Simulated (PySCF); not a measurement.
Running PySCF for HCl

Input:

```python
from pyscf import gto, dft

mol = gto.M(
    atom='H 0 0 0; Cl 0 0 1.161',
    basis='x2c-tzvpall',
    charge=0,
    spin=0,
    verbose=3,
)
mf = dft.RKS(mol, xc='b3pw91')
mf = mf.sfx2c1e()
mf.kernel()
mf.stability(internal=True, external=True)
mf.dip_moment()
print('orbital energies (hartree):', mf.mo_energy[..., max(0, mol.nelec[1]-3):mol.nelec[0]+3].round(4))
```

```bash
$ OMP_NUM_THREADS=1 python input.py
```

The log:

```
converged SCF energy = -462.191982375304
<class 'pyscf.x2c.sfx2c1e.sfX2C1eRKS'> wavefunction is stable in the internal stability analysis
<class 'pyscf.x2c.sfx2c1e.sfX2C1eRKS'> wavefunction is stable in the real -> complex stability analysis
<class 'pyscf.x2c.sfx2c1e.sfX2C1eRKS'> wavefunction is stable in the RHF/RKS -> UHF/UKS stability analysis
Dipole moment(X, Y, Z, Debye):  0.00000, -0.00000, -1.12392
orbital energies (hartree): [-0.4917 -0.3387 -0.3387  0.0398  0.1801  0.3754]
```

In short: E(SCF) = -462.191982 Eh, μz(SCF) = -1.12 D, internal stable; real -> complex stable; RHF/RKS -> UHF/UKS stable.

Hardware: Intel Xeon 6975P-C, 1 thread, shared host. Wall time 4.9 s, peak memory 0.21 GiB.

The bond length is a typed value, not an optimised one.
